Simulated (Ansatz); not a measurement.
System: rutile MnF₂. Method: PBE in Ansatz (plane waves, PAW).

Settings: plane-wave cutoff 520 eV, 8×8×10 k mesh (along the axes of the cell as run), Fermi–Dirac smearing 0.01 eV, spin-polarised with opposed moments, scalar-relativistic PAW data made under PBE.

Cell (measured lattice):

```xyz
6
Lattice="4.8738 0.0000 0.0000 0.0000 4.8738 0.0000 0.0000 0.0000 3.3107" Properties=species:S:1:pos:R:3 pbc="T T T"
Mn     0.0000     0.0000     0.0000
Mn     2.4369     2.4369     1.6553
F      1.4811     1.4811     0.0000
F      3.9180     0.9558     1.6553
F      0.9558     3.9180     1.6553
F      3.3927     3.3927     0.0000
```
Starting moments (μB, in the order of the record's atoms Mn Mn F F F F): 5.0 -5.0 0.0 0.0 0.0 0.0.

Question: Give the computed band gap, smallest direct gap on the k points sampled and magnetic moment (largest site, within a sphere).

Answer: 
band gap: 2.21 eV (indirect)
smallest direct gap on the k points sampled: 2.27 eV
magnetic moment (largest site, within a sphere): 4.14 μB

Measured, for comparison: band gap 9.9 eV (temperature not stated, no zero-point or thermal correction, the source doubts the polymorph; as tabulated in Das and Bazhirov (2019), arXiv:1808.05325). Computed (rounded) less measured: band gap not scored (a reference that its source doubts or gives as a wide range).

Note: cell and atoms aren't relaxed at this level (largest force component 0.03 eV/Å, pressure 2.6 GPa); without U or exact exchange, gaps and moments of open d shells tend to come out too small.

Moments are spin moments.

The result took around 2.2 core-minutes (rough).

Ansatz is an electronic-structure program.
